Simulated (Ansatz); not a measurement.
CH5AlO (`C[O][AlH2]`), relaxed with RKS PBE0-D4/def2-TZVP in the Gaussian-basis code of Ansatz from a PBE-D4/def2-SVP geometry. The force threshold is 0.005 eV/Å; the program also tests the step.

The species carries charge 0 and has multiplicity 1.

Start:

```xyz
8

C    -0.929   -0.874   -0.093
O    -0.407    0.382    0.247
Al    1.116    1.165    0.155
H    -1.382   -1.361    0.800
H    -0.165   -1.575   -0.508
H    -1.736   -0.769   -0.854
H     2.366    0.376   -0.458
H     1.137    2.655    0.712
```

| step | energy (eV) | largest force (eV/Å) | largest move (Å) |
| --- | --- | --- | --- |
| 1 | -9757.8342 | 0.527 | 0.000 |
| 2 | -9757.8645 | 0.314 | 0.028 |
| 3 | -9757.8706 | 0.041 | 0.027 |
| 4 | -9757.8708 | 0.023 | 0.005 |
| 5 | -9757.8710 | 0.021 | 0.028 |
| 6 | -9757.8711 | 0.012 | 0.005 |
| 7 | -9757.8711 | 0.001 | 0.004 |

End:

```xyz
8

C    -0.914   -0.864   -0.096
O    -0.432    0.401    0.252
Al    1.076    1.147    0.161
H    -1.334   -1.362    0.784
H    -0.134   -1.513   -0.514
H    -1.712   -0.771   -0.840
H     2.297    0.329   -0.435
H     1.154    2.631    0.688
```

Hardware: 4 threads of an Arm Neoverse V2 on a shared host. Wall time 7 s, peak host memory 0.22 GiB.
